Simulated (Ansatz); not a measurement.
**CFOS2: where a starting geometry ends**

The starting geometry of this gas-phase doublet was optimised with GFN2-xTB.

| atom | x (Å) | y (Å) | z (Å) |
| --- | --- | --- | --- |
| C | -3.5460 | 1.5844 | 0.9343 |
| F | -2.7424 | 0.6655 | 1.4839 |
| O | -4.1710 | 1.4459 | -0.0579 |
| S | -4.2555 | 2.6175 | 2.4625 |
| S | -2.7209 | 3.3212 | 1.3970 |

Question: Predict what becomes of its bonds when it is optimised with BLYP-D3(BJ)/def2-SVP.

Answer: A bond breaks, leaving `O=C(F)S[S]`. Contacts that open: C1–S5 (1.98 → 3.13 Å).

The energy falls by 1.36 eV over 22 steps:

```
step  E − E(last) (eV)
   1             1.363
   3             1.175
   6             1.166
   8             1.018
  10             0.335
  13             0.199
  15             0.115
  17             0.011
  20             0.000
  22             0.000
```

Final geometry (Å):

```yaml
atoms:
  - { symbol: C, position_ang: [-3.7757, 1.3333, 0.8613] }
  - { symbol: F, position_ang: [-2.5235, 0.8906, 1.0853] }
  - { symbol: O, position_ang: [-4.6136, 0.7149, 0.2760] }
  - { symbol: S, position_ang: [-4.0985, 3.0220, 1.5531] }
  - { symbol: S, position_ang: [-2.4245, 3.6736, 2.4443] }
```

No frequencies were run, so the end isn't proven a minimum. Open shells are spin-unrestricted. Run with Ansatz 0.2.0, 3.5 min on 1 thread of AMD EPYC (Zen 3), on a shared host.
